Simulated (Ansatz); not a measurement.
# CH₂F₂ (singlet): wave-function methods side by side, STO-3G

How much of the correlation energy of CH₂F₂ (singlet) does each wave-function method recover here?

The runs use Ansatz 0.2.0, Gaussian basis; STO-3G, core rule «outside noble gas», up to 3 orbitals frozen.

Plan: UHF; CCSD(T) on RHF; BCCD(T) on RHF; CISD; CCSDT(Q) on RHF; CISDTQ; CCSDTQ on RHF; CASSCF and MRCISD+Q, 16 electrons in 12 orbitals; CASSCF and NEVPT2, 16 electrons in 12 orbitals; Full CI.

22 further runs of the same task are left out: 4 for a known fault of the program, 1 that didn't finish, 17 set aside as unsound or not needed.

## 1. The geometry

The geometry is an MP2(full)/6-31G* stationary point (not a proven minimum).

5 atoms, charge 0, spin multiplicity 1.

Atoms are counted from 1 here; the program's logs count them from 0.

Bond lengths: C1–F2 1.364 Å, C1–F3 1.364 Å, C1–H4 1.091 Å, C1–H5 1.091 Å. Angles: F2–C1–F3 108.9°, F2–C1–H4 108.8°, F2–C1–H5 108.8°, F3–C1–H4 108.8°, F3–C1–H5 108.8°, H4–C1–H5 112.8°.

Geometry (Å):

```
atom    x (Å)    y (Å)    z (Å)
  C1   0.0000   0.0000   0.5562
  F2   0.0000   1.1097  -0.2373
  F3   0.0000  -1.1097  -0.2373
  H4  -0.9084   0.0000   1.1600
  H5   0.9084   0.0000   1.1600
```

## 2. UHF

The input, in.yaml:

```yaml
crystal:
  periodic: [false, false, false]
  atoms:
    - {symbol: C, position_ang: [0.000000, 0.000000, 0.556162]}
    - {symbol: F, position_ang: [0.000000, 1.109716, -0.237342]}
    - {symbol: F, position_ang: [0.000000, -1.109716, -0.237342]}
    - {symbol: H, position_ang: [-0.908369, 0.000000, 1.159958]}
    - {symbol: H, position_ang: [0.908369, 0.000000, 1.159958]}
basis:
  gaussian: {orbitals: STO-3G}
magnetization: {spin_polarized: true, initial_magnetization: 0}
hamiltonian: {xc: hf}
output: {orbitals: {seedname: orbitals}}
```

On the command line:

```bash
ansatz run in.yaml --threads 1 --pin off --events-out ev --progress --plain --max-ram 4160MiB --backend cpu
```

After this run come: CCSD(T) on RHF; BCCD(T) on RHF; CISD; CCSDT(Q) on RHF; CISDTQ; CCSDTQ on RHF; CASSCF and MRCISD+Q, 16 electrons in 12 orbitals; CASSCF and NEVPT2, 16 electrons in 12 orbitals; Full CI.

Before running them: what should the planned runs give, taken together? Wanted: FCI below the RHF energy; RMP2 from FCI; RCCSD from FCI; RCCSD(T) from FCI; RCCSDT(Q) from FCI; NEVPT2 valence from FCI; MRCISD+Q valence from FCI; T1 diagnostic; effectively unpaired electrons.

As calculated:

| quantity | value |
| --- | --- |
| FCI below the RHF energy | -3.0137 eV |
| RMP2 from FCI | +77.2 kJ/mol |
| RCCSD from FCI | +7.1 kJ/mol |
| RCCSD(T) from FCI | +1.6 kJ/mol |
| RCCSDT(Q) from FCI | 0.0 kJ/mol |
| NEVPT2 valence from FCI | +1.6 kJ/mol |
| MRCISD+Q valence from FCI | +0.1 kJ/mol |
| levels within 1 kcal/mol (43 meV) | RCCSD(T), BCCD(T), RCCSDT, CISDTQ, RCCSDT(Q), RCCSDTQ, NEVPT2 valence, MRCISD valence, MRCISD+Q valence |
| T1 diagnostic | 0.008 |
| effectively unpaired electrons | 0.03 |

RCCSD(T) lands +1.6 kJ/mol from the yardstick (0.5 % of the correlation energy). One determinant dominates. Of the multireference levels listed MRCISD+Q valence comes nearest in total energy (+0.1 kJ/mol), which doesn't show that its space is the better one. These misses are within one basis, not against nature.
